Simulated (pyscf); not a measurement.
F–N•–F + germane (GeH₄) -> F–N(F)–GeH₃ + H atom (H•) (substitution at Ge; doublet surface; Ge–H broken, Ge–N formed). PySCF, gas phase, ωB97X-D3(BJ)/def2-SVP geometries. Energies in kcal/mol from the separated reactants.

```json
[
 {"level": "ωB97X-D3(BJ)/def2-TZVP", "barrier": "[?]", "reaction energy": "+37.9"},
 {"level": "PBE/def2-TZVP", "barrier": "[?]", "reaction energy": "[?]"},
 {"level": "r²SCAN/def2-TZVP", "barrier": "42.5", "reaction energy": "+40.1"},
 {"level": "PBE0-D3(BJ)/def2-TZVP", "barrier": "45.2", "reaction energy": "+38.2"},
 {"level": "M06-2X/def2-TZVP", "barrier": "42.9", "reaction energy": "+32.7"},
 {"level": "ωB97M-D3(BJ)/def2-TZVP", "barrier": "49.1", "reaction energy": "+37.7"}
]
```

Task: Some entries are withheld; supply them.

Result: 
- ωB97X-D3(BJ)/def2-TZVP, barrier: 49.4
- PBE/def2-TZVP, barrier: 40.6
- PBE/def2-TZVP, reaction energy: +37.5

The functionals in the table span 8.8 kcal/mol in this barrier, from PBE to ωB97X-D3(BJ). F–N(F)–GeH₃ lies 158.8 kcal/mol over its isomer H₂N–GeH(F)–F, and others may lie lower still (electronic energy, ωB97M-D3(BJ)). One saddle was located; it need not be the lowest between these sides. The angle at the attacked Ge is 74° (front-side attack). Elements up to Kr have no core potential and no relativistic terms here.
